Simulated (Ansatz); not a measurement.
```yaml
crystal:
  periodic: [false, false, false]
  atoms:
    - {symbol: Al, position_ang: [0.000000, -0.000000, -0.005515]}
    - {symbol: Cl, position_ang: [-0.000000, 0.000000, 1.282795]}
basis:
  gaussian: {orbitals: def2-TZVP}
magnetization: {spin_polarized: true, initial_magnetization: 0}
hamiltonian: {xc: {name: wB97}}
output: {forces: true}
```

```sh
$ ansatz run in.yaml --threads 2 --pin off --events-out ev --progress --plain --max-ram 22528MiB --backend cpu
```

Shortened log:

```
Functional definition: wB97
515 factors; their error is unknown
156 factors; integrals over basis functions are off by at most 3.0e-5 eV
mean field evaluation 1: about -19098.4355 eV, gradient 1.6e1 eV
mean field evaluation 2: about -19099.0212 eV, gradient 9.4e0 eV
mean field evaluation 4: about -19099.2258 eV, gradient 2.9e-1 eV
mean field evaluation 8: about -19099.2206 eV, gradient 4.7e-3 eV
mean field -19099.22057471 eV, -701.8834102040 hartree, gradient 5.2e-5 eV, S^2 0.000000; 0 other end points of the search recorded, 0 dependent functions left out
reference -19099.22056838 eV, -701.8834099715 hartree; 15, 15 occupied and 59, 59 virtual orbitals, 515 factors
Total energy: -19099.22056838 eV, -701.8834099715 hartree
Atom 0 at     0.000000    -0.000000    -0.005515 Å, force    -0.000000     0.000000   -96.644866 eV/Å
Atom 1 at    -0.000000     0.000000     1.282795 Å, force     0.000000    -0.000000    96.644866 eV/Å
Dipole moment:    -0.000000     0.000000     0.566778 e Å
```

(1) Something in this input is off. What?

## Answers

(1) The geometry is squeezed to about two thirds of its size. Self-consistency was reached. The result belongs to that input, not to the molecule as meant.
